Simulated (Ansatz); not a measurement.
Frontier orbitals of C2H6Si, SMILES `C1C[SiH2]1`.

Charge 0, multiplicity 1. Geometry: relaxed with PBE0-D4/def2-TZVP. Basis def2-TZVPP, the Gaussian-basis code of Ansatz.

| functional | HOMO (eV) | LUMO (eV) | gap (eV) |
| --- | --- | --- | --- |
| PBE | -5.81 | -0.50 | 5.31 |
| B97M-V | -6.06 | -0.36 | 5.70 |
| PBE0 | -6.92 | 0.30 | 7.22 |
| LC-ωPBE | -9.58 | 2.35 | 11.93 |
| ωB97M-V | -9.09 | 1.93 | 11.02 |

(1) What is the vertical ionisation energy at frozen-core CCSD(T)/CBS(def2)? (An estimate is asked.)

Results:

(1) Computed: 9.30 eV (T1 of the cation 0.012).

From PBE to PBE0 the HOMO moves by −1.11 eV and the LUMO by +0.81 eV, and with ωB97M-V by −3.28 and +2.43 eV, so the gap grows from 5.30 to 11.01 eV with exact exchange. A positive LUMO is unbound and depends on the basis. −ε(HOMO) differs from that ionisation energy by −3.50 eV with PBE and −0.22 eV with ωB97M-V.

LC-ωPBE has ω = 0.4 bohr⁻¹.
